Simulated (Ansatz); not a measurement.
methylamine (SMILES CN) moved off its minimum; all values from Ansatz (an electronic-structure program), cores frozen in correlated methods.
(charge 0, multiplicity 1)
```xyz
7

C     -0.72162     0.08734     0.09035
N      0.76312    -0.05725    -0.20256
H     -1.28505    -0.55493    -0.43288
H     -1.03359     1.10979    -0.20745
H     -1.02129    -0.02819     1.19203
H      1.02805    -1.04635     0.03112
H      1.29110     0.47995     0.36545
```

```tsv
level	largest force (eV/Å)	on atom	rms difference from CCSD(T)/aug-cc-pVTZ (eV/Å)	dipole (D)
HF/def2-TZVPP	5.49	N2	0.335	1.43
PBE/def2-TZVPP	5.48	N2	0.160	1.30
r2SCAN/def2-TZVPP	5.40	N2	0.057	1.33
B3LYP/def2-TZVPP	5.33	N2	0.064	1.35
wB97M-V/def2-TZVPP	5.40	N2	0.085	1.37
MP2/aug-cc-pVTZ	5.47	N2	0.067	1.39
CCSD(T)/aug-cc-pVTZ	5.38	N2	0.000	1.36
```

The differences count from one level among others, with limits of its own. Forces at CCSD(T)/aug-cc-pVTZ (eV/Å):

```
atom      Fx      Fy      Fz
----  ------  ------  ------
C1     2.497   3.237   3.110
N2    -3.200  -3.897  -1.886
H3    -1.717  -2.617  -2.175
H4     0.233  -0.463   0.152
H5     0.574   0.099  -1.234
H6    -0.285   1.244  -0.379
H7     1.898   2.398   2.411
```
